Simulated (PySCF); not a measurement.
## Reproducing measurements on nitrosyl fluoride

**What was measured.**

From NIST CCCBDB Release 22 (SRD 101), experimental dipoles, for the gas: dipole moment (microwave Stark effect, vibrational ground state) 1.81 D.

The runs below try to reproduce these values; the comparison stands at the end.

Compound: nitrosyl fluoride, FNO.
Numbering: `[O:1]=[N:2][F:3]`

Cartesian coordinates in Å at the PBE0-D3(BJ)/def2-TZVP level; atoms count from 1:
```xyz
3
FNO angstrom
O      0.5088    0.5543   -0.7050
N     -0.2876   -0.1761   -0.3861
F     -0.2180   -0.4113    1.0766
```

The PySCF runs (gas phase, on this PBE0-D3(BJ)/def2-TZVP geometry; no spin–orbit coupling):

| level | job | basis functions | wall time |
| --- | --- | --- | --- |
| PBE0-D3(BJ)/def2-TZVP, grid level 2 | geometry optimisation from a GFN2-xTB start shaken at random | 93 | 18 s |
| B97-2/pcSseg-2 | shieldings | 108 | 2.9 s |
| KT3/pcSseg-2 | shieldings | 108 | 4.6 s |
| PBE0/pcSseg-2 | shieldings, charges and field gradients, density and orbital grids written | 108 | 5.8 s |
| wB97X-D/pcSseg-2 | shieldings | 108 | 4.0 s |
| CAM-B3LYP/aug-cc-pVTZ | 10 singlets by full TDDFT, 4 Tamm–Dancoff triplets, polarisability | 138 | 6.2 s |
| PBE0/aug-cc-pVTZ | 10 singlets by full TDDFT, 4 Tamm–Dancoff triplets, polarisability, dynamic polarisability, density and orbital grids written | 138 | 8.6 s |
| wB97X-D/aug-cc-pVTZ | 10 singlets by full TDDFT, 4 Tamm–Dancoff triplets, polarisability, ΔSCF ions | 138 | 17 s |

Hardware: one thread of an Intel Xeon Platinum 8259CL at 2.50 GHz, on a shared host.

## Comparison

**Dipole moment.** Measured: 1.81 D (NIST CCCBDB Release 22 (SRD 101), experimental dipoles).

| level | computed (D) | computed − measured (D) | % (from the printed values) |
| --- | --- | --- | --- |
| PBE0-D3(BJ)/def2-TZVP | 1.40 | -0.41 | -23 |
| B97-2/pcSseg-2 | 1.44 | -0.37 | -20 |
| KT3/pcSseg-2 | 1.36 | -0.45 | -25 |
| PBE0/pcSseg-2 | 1.45 | -0.36 | -20 |
| wB97X-D/pcSseg-2 | 1.47 | -0.34 | -19 |
| CAM-B3LYP/aug-cc-pVTZ | 1.48 | -0.33 | -18 |
| PBE0/aug-cc-pVTZ | 1.44 | -0.37 | -20 |
| wB97X-D/aug-cc-pVTZ | 1.47 | -0.34 | -19 |

Closest is CAM-B3LYP/aug-cc-pVTZ (-0.33 D), furthest KT3/pcSseg-2 (-0.45 D); one molecule doesn't rank methods. All 8 levels lie below the measurement. The computed dipoles belong to one fixed geometry; measured ones are averaged over vibrations unless marked μe. Magnitudes are compared, not signs.

The geometry is computed, not the measured one. Where a level misses, the cause wasn't examined.
